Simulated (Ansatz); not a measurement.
**BH2F (singlet): the correlation ladder, cc-pVTZ**

An exercise on one series of results from a longer session: the logs are not shown, and one member is left open.

Computed with Ansatz 0.2.0, Gaussian basis. Level: cc-pVTZ, core rule «outside noble gas», up to 2 orbitals frozen.

The runs, in order: UHF; CCSD(T) on RHF; BCCD(T) on RHF; CCSDT(Q) on RHF.

7 further runs of the same task are left out: 6 for a known fault of the program, 1 set aside as unsound or not needed.

## What is computed

The geometry is a PBE0/def2-TZVP stationary point (not a proven minimum).

4 atoms, charge 0, spin multiplicity 1.

Atoms are counted from 1 here; the program's logs count them from 0.

Bond lengths: B1–F2 1.317 Å, B1–H3 1.197 Å, B1–H4 1.197 Å. Angles: F2–B1–H3 117.8°, F2–B1–H4 117.8°, H3–B1–H4 124.4°.

Coordinates:

```xyz
4
charge 0, multiplicity 1
B     0.0000    0.0000    0.7506
F     0.0000    0.0000   -0.5661
H     0.0000    1.0589    1.3093
H     0.0000   -1.0589    1.3093
```

The first run:

in.yaml reads:

```yaml
crystal:
  periodic: [false, false, false]
  atoms:
    - {symbol: B, position_ang: [0.000000, 0.000000, 0.750638]}
    - {symbol: F, position_ang: [0.000000, 0.000000, -0.566075]}
    - {symbol: H, position_ang: [0.000000, 1.058917, 1.309286]}
    - {symbol: H, position_ang: [0.000000, -1.058917, 1.309286]}
basis:
  gaussian: {orbitals: cc-pVTZ}
magnetization: {spin_polarized: true, initial_magnetization: 0}
hamiltonian: {xc: hf}
output: {orbitals: {seedname: orbitals}}
```

On the command line:

```console
> ansatz run in.yaml --threads 1 --pin off --events-out ev --progress --plain --max-ram 4096MiB --backend cpu
```

Among the steps run: UHF; CCSD(T) on RHF; BCCD(T) on RHF; CCSDT(Q) on RHF.

One of the session's tables, all rows but one given; the rest of the session is left out.

```
   method  from RCCSDT(Q) (meV)
      RHF              +10408.8
     RMP2                     ?
    RCCSD                +296.8
 RCCSD(T)                 +17.4
  BCCD(T)                 +14.4
   RCCSDT                  +8.5
RCCSDT(Q)                     0
```

Estimate the missing values for RMP2.

The run gave: from RCCSDT(Q) (meV): +676.6. In the column «from RCCSDT(Q) (meV)» it lies between RCCSD (+296.8) and RHF (+10408.8).

With the free atoms at the same levels and basis (separate runs), the atomisation energy is 14.618 eV at RCCSDT(Q), 14.619 eV at RCCSD(T), 11.870 eV at RHF.
